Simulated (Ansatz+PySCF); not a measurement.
The numbers below are computed, except where a source is named.
**Several solutions for singlet P2**

```
atom   x (Å)   y (Å)    z (Å)
   P  0.0000  0.0000  -1.4183
   P  0.0000  0.0000   1.4183
```

Basis set: cc-pVDZ (spherical functions). Charge 0, multiplicity 1.

RHF was run from several starts with Ansatz (development build ahead of 0.2.0) and PySCF 2.14.0.

```tsv
run	program	start	converged	energy (hartree)	<S²>
A	Ansatz	search for the lowest state	yes	-681.25806	0.00
B	Ansatz	atomic start, no search	yes	-681.21066	0.00
C	PySCF	guess huckel, instabilities followed	yes	-681.25806	0.00
D	PySCF	guess 1e, instabilities followed	yes	-681.25806	0.00
E	PySCF	guess atom, instabilities followed	yes	-681.25806	0.00
F	PySCF	program defaults	yes	-681.21066	0.00
G	PySCF	guess minao, instabilities followed	yes	-681.25806	0.00
H	Ansatz	stability test followed	yes	-681.25806	0.00
```

Q: Which runs reached the lowest solution of this kind, and what is wrong with the others?

A: A, C, D, E, G, H reached the lowest solution found. Converged but too high: B by 1.29 eV, F by 1.29 eV. Convergence only shows a stationary point, and even a stable one can lie too high; stability tests and further starts are what find lower ones. Caution: this determinant is likely not that of the ground state. Caution: an unrestricted determinant lies well below (4.47 eV lower). Caution: the determinant breaks the point group.
